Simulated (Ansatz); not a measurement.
Results of PBEsol (Ansatz, a first-principles code, PAW) for rock-salt TiC.

Run with plane-wave cutoff 520 eV, 16×16×16 k mesh, Fermi–Dirac smearing 0.1 eV, perturbation theory, force constants from a 4×4×4 q mesh, no spin polarisation, scalar-relativistic PAW data made under PBE.

Computed at the level's own relaxed cell. Harmonic vibrational thermodynamics at fixed volume:

| T (K) | S_vib (J/K per mol of atoms) | C_V (J/K per mol of atoms) | F_vib (eV/atom) |
|---|---|---|---|
| 0 | 0.00 | 0.00 | 0.0847 |
| 100 | 1.25 | 3.60 | 0.0844 |
| 300 | 12.09 | 16.87 | 0.0711 |
| 500 | 21.99 | 21.40 | 0.0353 |
| 600 | 25.98 | 22.39 | 0.0104 |
| 700 | 29.49 | 23.02 | -0.0184 |
| 800 | 32.59 | 23.45 | -0.0506 |

The crystal is taken as a harmonic solid at every temperature: melting, phase changes and thermal expansion are not seen, nor the electrons' share in a metal.
